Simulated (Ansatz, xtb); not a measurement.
## C4H7PS: 4 structures ranked

4 gas-phase structures of C4H7PS, from a drawn sample of its isomers (lower ones may exist). Each was relaxed with GFN2-xTB; where two conformers were screened, the lower at r2SCAN-D4/def2-SVP//GFN2-xTB is listed:

A. `CC1=C(C)[PH]1=S`, a singlet
B. `C=C[PH](=S)C=C`, a singlet
C. `CCC1=C[P@@H]1=S`, a singlet
D. `C#CC[P@H](C)=S`, a singlet

Problem. Estimate their order in r2SCAN-D4/def2-SVP//GFN2-xTB energy at these geometries, lowest first.

Solution. Calculated order at r2SCAN-D4/def2-SVP//GFN2-xTB: B (0.0), A (8.3), D (25.4), C (38.4) kJ/mol.

Energies above the lowest of each column, in kJ/mol; the last columns are at r2SCAN-D4/def2-SVP geometries:

```csv
structure,GFN2-xTB,HF/STO-3G,r2SCAN-D4/def2-SVP//GFN2-xTB,r2SCAN-D4/def2-SVP,CCSD(T)/def2-SVP + ΔMP2/def2-TZVPP
B,10.4,38.9,0.0,0.0,0.0
A,35.9,56.2,8.3,9.6,41.4
D,0.0,0.0,25.4,25.3,26.0
C,64.7,83.2,38.4,38.5,63.7
```

CCSD(T)/def2-SVP + ΔMP2/def2-TZVPP puts B lowest; GFN2-xTB picks D, HF/STO-3G picks D. CCSD(T)/def2-SVP + ΔMP2/def2-TZVPP orders those it was run on as B (0.0), D (26.0), A (41.4), C (63.7) kJ/mol. Flexible structures stand in one conformer each, not always the lowest. ΔMP2 is the change of the MP2 energy from the smaller to the larger basis.

Over these structures GFN2-xTB departs from r2SCAN-D4/def2-SVP//GFN2-xTB by 17.6 kJ/mol on average once a common shift is removed. A GFN2-xTB relaxation took about 0.19 s and the r2SCAN-D4/def2-SVP//GFN2-xTB energy about 3.1 s on a shared host (Ansatz 0.2.0, xtb 6.7.1).
